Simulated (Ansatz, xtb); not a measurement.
Two isomers of C3H7O−

Structure I is `CC(C)[O-]`, a singlet and structure II is `CCC[O-]`, a singlet. Both are isolated ions in the gas phase, relaxed with B3LYP-D3(BJ)/def2-SVPD; the shapes shown needn't be the lowest conformers.

I (Å):

```yaml
atoms:
  - { symbol: C, position_ang: [-2.3228, 1.2155, 1.0943] }
  - { symbol: C, position_ang: [-0.8472, 0.7812, 0.8281] }
  - { symbol: C, position_ang: [-0.7269, 0.3467, -0.6665] }
  - { symbol: O, position_ang: [0.0437, 1.7129, 1.1759] }
  - { symbol: H, position_ang: [-2.4298, 1.4758, 2.1587] }
  - { symbol: H, position_ang: [-2.5463, 2.1185, 0.4993] }
  - { symbol: H, position_ang: [-3.0602, 0.4268, 0.8426] }
  - { symbol: H, position_ang: [-0.7396, -0.1996, 1.4096] }
  - { symbol: H, position_ang: [-0.9041, 1.2243, -1.3129] }
  - { symbol: H, position_ang: [-1.4399, -0.4554, -0.9447] }
  - { symbol: H, position_ang: [0.2985, -0.0091, -0.8513] }
```

II (Å):

| atom | x (Å) | y (Å) | z (Å) |
| --- | --- | --- | --- |
| C | -2.4946 | 1.8012 | -0.8839 |
| C | -1.3614 | 0.7946 | -0.6928 |
| C | 0.0046 | 1.5017 | -0.4237 |
| O | 0.0130 | 2.3044 | 0.6402 |
| H | -3.4851 | 1.3214 | -0.9720 |
| H | -2.4977 | 2.4884 | -0.0249 |
| H | -2.3252 | 2.4046 | -1.7930 |
| H | -1.5839 | 0.1538 | 0.1797 |
| H | -1.2728 | 0.1329 | -1.5795 |
| H | 0.2499 | 2.0227 | -1.4156 |
| H | 0.7660 | 0.6512 | -0.3927 |

Quicker runs give these differences E(II) − E(I): GFN2-xTB +2.2 kcal/mol; HF/STO-3G +3.8 kcal/mol (at GFN2-xTB geometries); r2SCAN-D4/def2-SVPD +3.3 kcal/mol (at GFN2-xTB geometries).

Q: Estimate E(II) − E(I) at the level CCSD(T)/def2-SVPD + ΔMP2/def2-TZVPPD.

A: Calculated at CCSD(T)/def2-SVPD + ΔMP2/def2-TZVPPD: E(II) − E(I) = +4.5 kcal/mol, so structure I lies lower.

How the difference moves with the method:

```
                               level                geometry  E(II) − E(I) (kcal/mol)  departure from the last row (kcal/mol)  job, with rough time for the two
                            GFN2-xTB                GFN2-xTB                      +2.2                                    −2.3              optimisation, 0.17 s
                           HF/STO-3G                GFN2-xTB                      +3.8                                    −0.7              single point, 0.37 s
                 r2SCAN-D4/def2-SVPD                GFN2-xTB                      +3.3                                    −1.2               single point, 4.3 s
              B3LYP-D3(BJ)/def2-SVPD  B3LYP-D3(BJ)/def2-SVPD                      +3.2                                    −1.3                optimisation, 32 s
                        HF/def2-SVPD  B3LYP-D3(BJ)/def2-SVPD                      +3.1                                    −1.4           part of the CCSD(T) run
                       MP2/def2-SVPD  B3LYP-D3(BJ)/def2-SVPD                      +3.8                                    −0.7           part of the CCSD(T) run
                   CCSD(T)/def2-SVPD  B3LYP-D3(BJ)/def2-SVPD                      +3.7                                    −0.7                      single point
CCSD(T)/def2-SVPD + ΔMP2/def2-TZVPPD  B3LYP-D3(BJ)/def2-SVPD                      +4.5                                                        single point, 68 s
```

As drawn, both hold the same kinds of bond in the same numbers. Structure I has 2 methyl groups, II 1.

None of the levels shown reverses the order. The largest departure from CCSD(T)/def2-SVPD + ΔMP2/def2-TZVPPD is that of GFN2-xTB, 2.3 kcal/mol. The last row adds to CCSD(T) the change of the MP2 difference between the two basis sets, here +0.7 kcal/mol.

With harmonic frequencies from B3LYP-D3(BJ)/def2-SVPD (ideal gas, rigid rotor, one conformer each, 600 K, 1 atm): the zero-point term adds +0.3 kcal/mol; ΔH is +4.4 and ΔG +4.7 kcal/mol.

The correlated steps freeze 4 core orbitals. Mirror images aren't counted in ΔG. Programs: Ansatz 0.2.0, xtb 6.7.1; the last row on 2 threads of Intel(R) Xeon(R) Processor @ 2.70GHz on a shared host.
